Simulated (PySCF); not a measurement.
Molecule: SMILES c1cn[n-]c1, [C3H3N2]-.

Geometry:
| atom | x (Å) | y (Å) | z (Å) |
| --- | --- | --- | --- |
| C1 | 0.048 | 0.721 | -0.324 |
| C2 | -1.092 | -0.023 | 0.021 |
| N3 | -0.747 | -1.213 | 0.543 |
| N4 | 0.593 | -1.292 | 0.556 |
| C5 | 1.086 | -0.150 | 0.046 |
| H6 | 0.111 | 1.717 | -0.767 |
| H7 | -2.147 | 0.255 | -0.086 |
| H8 | 2.168 | 0.003 | -0.038 |

Total charge -1.

Geometry PBE0-D3(BJ)/def2-SVP throughout; GIAO in PySCF, gas phase, one conformer, non-relativistic; equivalent atoms averaged; basis pcSseg-2.

Question: How do the absolute shieldings σ depend on the functional? (ppm; last column core-seconds on shared hosts with different chips, so compare them loosely)

Answer: 
```
functional                    kind  C2/C5    C1   N3/N4  H7/H8     H6  core-s
        HF            Hartree–Fock   47.4  94.7  -135.3  24.16  25.88       8
       LDA                     LDA   40.4  78.8  -114.7  23.43  24.74      19
       PBE                     GGA   44.4  82.9  -107.6  23.87  25.23      37
      BLYP                     GGA   39.5  79.0  -116.5  24.11  25.47      23
      BP86                     GGA   44.1  82.4  -107.1  23.94  25.32      25
      OPBE                     GGA   53.9  90.8   -88.9  23.87  25.27      25
       KT2                     GGA   55.5  93.2   -90.3  23.90  25.27      25
       KT3                     GGA   55.4  93.1   -88.8  24.10  25.48      25
     B97-D                     GGA   47.1  85.4  -100.4  24.13  25.52      25
     B3LYP           global hybrid   40.1  80.7  -122.0  24.08  25.50      16
      PBE0           global hybrid   45.1  85.0  -114.2  23.88  25.33      16
  mPW1PW91           global hybrid   44.1  84.1  -115.9  23.95  25.41      16
      WP04           global hybrid   30.6  71.3  -128.1  24.56  26.07      25
     B97-2           global hybrid   47.1  86.6  -107.6  24.04  25.50      24
 BHandHLYP           global hybrid   41.8  84.6  -129.2  24.06  25.58      24
 CAM-B3LYP  range-separated hybrid   39.5  81.0  -122.4  24.03  25.45      32
   wB97X-D  range-separated hybrid   42.7  83.2  -116.8  24.02  25.48      32
   LC-wPBE  range-separated hybrid   41.6  82.8  -111.9  24.03  25.48      43
```

Question: Which nucleus moves most, in ppm?

Answer: N3/N4 (pyridine-type nitrogen of an azole): from -135.3 ppm with HF to -88.8 ppm with KT3. The smallest spread is 1.13 ppm, at H7/H8. Proton shifts span only some 12 ppm, so a few tenths of a ppm matter as much there as several ppm in carbon.
